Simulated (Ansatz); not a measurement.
Reaction (hydrogenolysis of a C–C bond): `CC/C=C/S` + H₂ → `C/C=C/S` + CH₄

Computed with Ansatz on PBE0-D4/def2-TZVP structures; ΔE is electronic, products minus reactants. CCSD(T)/CBS is the MP2 limit (def2-TZVPP, def2-QZVPP) plus CCSD(T) − MP2 in def2-TZVPP, frozen cores. This one scheme is used for every species. Double bonds are as drawn, so ΔE can hold a change between cis and trans. Functionals use def2-TZVPP. Each species was taken in one conformer, which may not be the lowest.

```json
{"species": "`CC/C=C/S`", "r2SCAN-D4 energy (Eh)": "-555.35759"}
{"species": "H₂", "r2SCAN-D4 energy (Eh)": "-1.17130"}
{"species": "`C/C=C/S`", "r2SCAN-D4 energy (Eh)": "-516.05469"}
{"species": "CH₄", "r2SCAN-D4 energy (Eh)": "-40.50108"}
```

Task: Work out ΔE.

Result: ΔE = (-516.05469) + (-40.50108) − (-555.35759) − (-1.17130) = -0.02688 Eh = -70.6 kJ/mol. CCSD(T)/CBS gives -67.5 kJ/mol.

Largest T1 diagnostic among the species: 0.011.

The D4 term adds +7.8 kJ/mol with B3LYP and +4.4 kJ/mol with PBE0; it sums over pairs of atoms, weighted by their polarisabilities, and B3LYP, whose exchange is more repulsive, gets the larger term. In def2-TZVPP, CCSD(T) changes the Hartree–Fock value by +17.9 kJ/mol (the triples alone add +3.6 kJ/mol) and MP2 by +21.5 kJ/mol. Leaving LDA and LC-ωPBE aside and taking each functional with its dispersion term where it has one, the values, not all of them listed here, spread over 14.0 kJ/mol, from B97M-V to revPBE-D4. LDA lies +7.9 kJ/mol from PBE without D4.

B3LYP here is the variant with VWN-RPA as its local correlation; programs differ in this.
